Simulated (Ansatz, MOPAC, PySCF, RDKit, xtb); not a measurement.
Noncovalent pair: CH4O (SMILES CO) (first 6 atoms) with CH4O (SMILES CO); geometry from S66by8 set.
(charge 0, multiplicity 1):
```xyz
12

O     -2.42380     0.35939    -0.05717
H     -1.47957     0.33559    -0.26131
C     -2.93973    -0.92862    -0.32251
H     -3.99761    -0.91359    -0.07381
H     -2.84428    -1.21000    -1.37396
H     -2.46250    -1.70360     0.28274
O      2.38682     0.18307    -0.44131
H      2.85561     0.79746    -1.01098
C      2.89566     0.34009     0.88040
H      2.34209    -0.34811     1.51053
H      3.95465     0.08965     0.93713
H      2.74322     1.35078     1.25830
```

Interaction energies are E(AB) − E(A) − E(B) at the monomers' geometry in the complex; basis-set methods are counterpoise corrected. Rows marked so take none.

Rows in 3-21G, 6-31G* carry no dispersion term and start afresh at each structure (6-31G* with six Cartesian d functions). MP2/6-31G* freezes PySCF's default core. The state that AM1, PM6 reach isn't checked.

Run with Ansatz (Gaussian orbitals); MOPAC for AM1, PM6 (differences of heats of formation); PySCF for 3-21G rows, 6-31G* rows, the dispersion terms; RDKit for the force fields; xtb for the GFN methods. Values without a source in brackets are computed.

```csv
level,interaction energy (meV)
MMFF94,-46.2
GFN-FF,-37.3
AM1,-22.6
PM6,-32.9
GFN1-xTB,-32.7
HF/6-31G*,-44.9
r2SCAN-D3(BJ)/def2-TZVPPD,…
B3LYP/3-21G (no counterpoise),…
MP2/6-31G*,-45.1
```

Question: Some entries are withheld; supply them.

Answer: 
- r2SCAN-D3(BJ)/def2-TZVPPD, interaction energy (meV): -42.7
- B3LYP/3-21G (no counterpoise), interaction energy (meV): -41.6

Ansatz is a quantum-chemistry and plane-wave program.
